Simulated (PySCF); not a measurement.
An unknown shows these calculated signals:

1H NMR (400 MHz, computed): δ 6.05 (m, 1H), 5.86 (m, 1H), 5.54 (m, 1H), 5.37 (dqq, J = 55.3, 6.9, 2.7 Hz, 1H), 1.39 (dd, J = 22.2, 6.9 Hz, 3H).

13C{1H} NMR (computed): δ 147.2 (CH, d, J = 14.6 Hz), 119.0 (CH2, d, J = 13.1 Hz), 93.0 (CH, d, J = 229.6 Hz), 24.6 (CH3, d, J = 22.3 Hz).

Theory: shieldings: GIAO PBE0/pcSseg-1, GFN2-xTB geometry, J: B3LYP/pcJ-1 (spin–dipole term only in couplings to heteroatoms), in PySCF 2.14.0 with density-fitted response routines (non-relativistic Hamiltonian, equivalent nuclei averaged, single conformer, isolated molecule).

References, each an isolated molecule treated in the same way: 1H (31.72 ppm), 13C (186.93 ppm) vs TMS.

Task: Which of these does the molecule contain: a ketone, a nitrile, a non-aromatic C=C double bond, a vinyl group CH=CH2, a CH3CH2 unit?

Result: 
- A ketone: no.
- A nitrile: no.
- A non-aromatic C=C double bond: yes.
- A vinyl group CH=CH2: yes (δC 119.0, 147.2; δH 5.54 (m), 5.86 (m), 6.05 (m)).
- A CH3CH2 unit: no.

The data belong to CH2=CHCHFCH3, C$_{4}$H$_{7}$F; they needn't prove each group on their own.

Carbon signals by region: 2 in the sp2 and nitrile region (100–160 ppm), 1 at 50–100 ppm, 1 below 50 ppm.

Common functionals overestimate the size of one-bond C–F couplings by tens of Hz; these are unscaled. Multiplet labels drop couplings under 1 Hz and merge nearly equal ones. Unscaled 3J(H,H) at this level run about 10 % above measured values. Shifts are as computed. Against solution values, carbons near 30 ppm lie about +3 ppm off and those near 130 ppm about +5 ppm. Of 1211 compounds with measured shifts, 218 miss one by over three times the rms of a fit or turn the order of signals round; such compounds aren't used in these exercises. Couplings across =CH–CH2 type bonds come from one rotamer and its mirror image, and can be 1–2 Hz further off. 3J across rotatable bonds or in flexible rings reflects this conformer alone.
